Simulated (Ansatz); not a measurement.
A made-up structure of CH4SSi, singlet:

```
7
angstrom
C -0.5757 -0.0392 -0.5125
Si 0.5865 0.1570 0.4110
S -0.5556 -1.4673 0.8609
H -0.3007 -0.4377 -1.5165
H -1.4178 0.6719 -0.3462
H 0.3725 1.3116 1.3468
H 1.8908 -0.1963 -0.2436
```

It is relaxed with PBE-D4/def2-SVP and then PBE0-D4/def2-TZVP (Ansatz 0.2.0). Atoms count as bonded within 1.22 times the sum of their covalent radii (H–H: 0.88 Å). The end point is not checked to be a true minimum.

Task: Does its bonding change? (A judgement: the text doesn't fix the answer.)

Result: The calculation gives: No: no bond forms or breaks.

Where it ends: The first stage lowers the energy by 2.74 eV in 7 steps. It ends as CH₄SSi ([CH2]1[SiH2][S]1):
```json
{"atom": "C1", "x (Å)": "-0.7205", "y (Å)": "-0.0967", "z (Å)": "-0.5961"}
{"atom": "Si2", "x (Å)": "0.7262", "y (Å)": "0.2043", "z (Å)": "0.4996"}
{"atom": "S3", "x (Å)": "-0.6006", "y (Å)": "-1.3865", "z (Å)": "0.7413"}
{"atom": "H4", "x (Å)": "-0.5699", "y (Å)": "-0.4991", "z (Å)": "-1.5932"}
{"atom": "H5", "x (Å)": "-1.6042", "y (Å)": "0.5281", "z (Å)": "-0.5098"}
{"atom": "H6", "x (Å)": "0.6815", "y (Å)": "1.3231", "z (Å)": "1.4654"}
{"atom": "H7", "x (Å)": "2.0874", "y (Å)": "-0.0732", "z (Å)": "-0.0072"}
```

Labels in which every atom is bracketed show which atoms are joined, not bond orders.

For scale, one of the runs: PBE0-D4/def2-TZVP relaxation, 129 basis functions, launched by `ansatz run in.yaml --threads 2 --pin off --events-out ev --progress --plain --max-ram 4352MiB`. Hardware: 2 CPU threads of an Arm Neoverse V2, shared host. Wall time about 13 s.
